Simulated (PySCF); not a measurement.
Calculation: ωB97X-D3(BJ)/def2-TZVP // PBE0-D3(BJ)/def2-SVP run with PySCF. All species are isolated molecules in the gas phase. Delta-SCF ions had no search for a lower state. 

Reference species (SMILES): `S` (neutral, multiplicity 1).

The vertical ionisation energy (Delta-SCF) is 10.48 eV. The dipole moment is 1.17 D and the HOMO–LUMO gap is 12.71 eV.

Changed species: `C(C)#N` (free base CH3CN; the reference has free base H2S).

Give the shifts of the vertical ionisation energy (Delta-SCF), dipole moment and HOMO–LUMO gap.

the vertical ionisation energy (Delta-SCF) rises by 1.83 eV, to 12.31 eV; the dipole moment increases by 2.86 D, to 4.03 D; the HOMO–LUMO gap rises by 1.88 eV, to 14.59 eV.
